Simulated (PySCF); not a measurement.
# Unknown compound

Molecular formula: C₆H₁₀. Simulated spectra:

1H NMR (500 MHz, computed): δ 1.94 (s, 1H), 1.22 (s, 9H).

13C{1H} NMR (computed): δ 95.8, 73.7, 32.8 (3C), 27.5.

Non-relativistic Hamiltonian, equivalent nuclei averaged, in vacuum, single conformer. Spin–spin couplings from B3LYP/pcJ-1 (without the spin–dipole term); PBE0-D3(BJ)/def2-SVP structure; GIAO PBE0/pcSseg-1 shieldings; PySCF.

Referencing at the same level of theory: TMS for 1H (31.27 ppm), 13C (184.41 ppm).

Q: Propose a structure and justify it.

A: 
The formula gives 2 degrees of unsaturation (no ring in the answer). 4 carbon signals for 6 carbons: some carbons are equivalent by symmetry or fast rotation. Carbon types of the structure: 2 × C, 1 × CH, 3 × CH3, which accounts for all hydrogens. δC 95.8: alkyne carbon; the triple bond shields along its axis, which puts it between sp3 and sp2 carbons. δC 73.7: terminal alkyne carbon; the triple bond shields along its axis, which puts it between sp3 and sp2 carbons. δC 32.8: methyl carbon; aliphatic region, no heteroatom directly attached. δC 27.5: propargylic quaternary sp3 carbon; saturated and bonded to C and H only. δH 1.94: hydrogen on a terminal alkyne carbon; it lies on the axis of the triple bond, in its shielding cone. δH 1.22: hydrogen on a methyl carbon.

The compound is SMILES C#CC(C)(C)C.

The data come from this structure; uniqueness wasn't tested.

Shifts are as computed. Against solution values, carbons near 30 ppm lie about +2 ppm off and those near 130 ppm about +4 ppm. Of 246 compounds with measured shifts, 49 miss one by over three times the rms of a fit or turn the order of signals round; such compounds aren't used in these exercises.
